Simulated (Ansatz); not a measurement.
**How the width of the whole s-p valence band of 3C-SiC moves with the method**

No measured value is used here.

| level (code) | value (eV) |
|---|---|
| LDA (Ansatz) | 15.32 |
| PBE (Ansatz) | 15.40 |
| r²SCAN (Ansatz) | 16.18 |
| B3LYP (VWN-RPA form) (Ansatz) | 16.55 |
| PBE0 (Ansatz) | 17.03 |
| r²SCAN0 (Ansatz) | 17.51 |
| Hartree–Fock (Ansatz) | 21.44 |

Widths are read from band energies on the run's k points.  Values are at the measured cell. Cutoffs and k meshes differ between the levels. Ansatz's density-functional and Hartree–Fock values are scalar-relativistic unless marked +SOC, with PAW data made under PBE.

Ansatz is a quantum-chemistry and plane-wave program.
